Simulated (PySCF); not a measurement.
Does the answer move with the share of exact exchange?

Species: C5H7F.
Atom-mapped SMILES: `[CH2:1]=[CH:2][CH2:3][C:4](=[CH2:5])[F:6]` (hydrogens: H7, H8 on C1; H9 on C2; H10, H11 on C3; H12, H13 on C5)

Torsions of this conformer, `[CH2:1]=[CH:2][CH2:3][C:4](=[CH2:5])[F:6]`: C1–C2–C3–C4 120°, C2–C3–C4–C5 -13°.

PySCF, pcSseg-1 basis, density fitting, gas phase, PBE0-D3(BJ)/def2-SVP geometry. One functional is left out:

```csv
functional,exact exchange (%),HOMO energy (eV),LUMO energy (eV),dipole moment (D)
B97-D,0,-6.06,-0.91,1.310
BLYP,0,-5.95,-0.86,1.270
BP86,0,-6.21,-1.12,1.291
LDA,0,-6.28,-1.27,1.343
OPBE,0,-6.04,-0.90,1.257
PBE,0,-6.09,-1.02,1.268
B97-2,21,-7.07,-0.03,1.428
PBE0,25,-7.33,0.03,1.433
mPW1PW91,25,-7.36,0.01,1.449
BHandHLYP,50,-8.39,1.21,1.572
```

Problem. Predict the row of B3LYP (20 % exact exchange) by straight lines through the other rows, and check it.

Solution. 
| property | line | computed | computed − line | B97-2 (21 %), for comparison |
| --- | --- | --- | --- | --- |
| HOMO energy (eV) | -7.05 | -7.10 | -0.05 | -7.07 |
| LUMO energy (eV) | -0.14 | -0.19 | -0.05 | -0.03 |
| dipole moment (D) | 1.408 | 1.411 | +0.003 | 1.428 |

Problem. Which of these properties follows the share of exact exchange most closely, and which least?

Solution. Most closely the HOMO energy, least the dipole moment; the correlations over the tabulated rows are HOMO energy -0.993, LUMO energy 0.987, dipole moment 0.970. The HOMO energy moves by -0.466 eV for every 10 %. Functionals with the same share still differ in their other parts: at 0 % BLYP and LDA differ by 0.33 eV in it.
